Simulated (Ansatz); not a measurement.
A made-up structure of Si₂NH₆ (charge -1), closed shell:

Si1  (-1.444, 0.696, -0.764)
N2  (0.279, 0.256, -0.341)
Si3  (0.586, -0.789, 0.950)
H4  (-1.406, 0.462, -2.291)
H5  (-1.296, 2.228, -0.897)
H6  (1.068, 0.614, -0.858)
H7  (2.076, -0.987, 1.083)
H8  (0.510, -0.475, -1.014)
H9  (0.126, -0.311, 2.296)
(Å)

It is relaxed with PBE-D4/def2-SVPD and then PBE0-D4/def2-TZVPD (Ansatz 0.2.0). Atoms count as bonded within 1.22 times the sum of their covalent radii (H–H: 0.88 Å). The end point is not checked to be a true minimum.

Question: Does its bonding change? (Judge from chemistry; the calculation decides.)

Answer: The calculation gives: No: no bond forms or breaks.

Where it ends: The first stage lowers the energy by 2.48 eV in 12 steps. It ends as Si₂NH₆ ([SiH2][NH2][SiH2]), total charge -1:
Si1  (-1.540, 0.510, -0.978)
N2  (0.229, -0.158, -0.561)
Si3  (0.527, -0.943, 1.182)
H4  (-1.066, 1.121, -2.320)
H5  (-1.313, 1.819, -0.215)
H6  (0.911, 0.570, -0.735)
H7  (2.055, -0.709, 1.108)
H8  (0.415, -0.892, -1.236)
H9  (0.281, 0.375, 1.918)
(Å)

Labels in which every atom is bracketed show which atoms are joined, not bond orders.

For scale, one of the runs: PBE0-D4/def2-TZVPD relaxation, 177 basis functions, launched by `ansatz run in.yaml --threads 2 --pin off --events-out ev --progress --plain --max-ram 4352MiB`. The run took about 26 s on 2 CPU threads of an Arm Neoverse V1 (shared host).
